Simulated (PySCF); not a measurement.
**Gas-phase thermal properties of C4H8 (cis-2-butene)**

Method: PySCF energies (xtb for GFN2) plus ideal-gas RRHO corrections (1 bar). 'Table' is the NASA 1993 thermochemical table (part measured, part estimated). S°(298 K) at PBE0/def2-TZVP differs from the NASA 1993 table for C4H8 (cis-2-butene) (-6 J/mol/K); whether the harmonic model or the table's entry is off was not settled. 6-31G* has spherical d functions here. All species are closed-shell singlets. B3LYP is the form with VWN-RPA correlation. The harmonic model lacks anharmonicity and excited electronic states, which grow with temperature; levels with a mode under 35 cm⁻¹ are left out. Internal rotation in C4H8 (cis-2-butene) is treated as a harmonic vibration of one conformer, which makes the entropy rough. The table's entry may be an old estimate for C4H8 (cis-2-butene) (not checked at source).

```tsv
level	point group	σ	ZPE (kJ/mol)	S°298 (J/mol/K)	Cp298 (J/mol/K)	S°1000 (J/mol/K)	H1000 − H298 (kJ/mol)
table	-	-	-	301.3	80.2	463.0	101.9
B3LYP/6-31G*	C2v	2	285.4	294.9	83.8	461.1	104.5
GFN2-xTB	C2v	2	278.8	304.1	85.2	472.7	105.9
HF/6-31G*	C2v	2	304.2	293.3	79.4	451.3	99.6
PBE/def2-SVP	C2v	2	274.7	296.3	87.0	468.3	107.9
PBE0/def2-TZVP	C2v	2	283.8	295.7	84.4	463.2	105.3
```
σ: rotational symmetry number. Electronic degeneracy used: 1. Frequencies are unscaled.
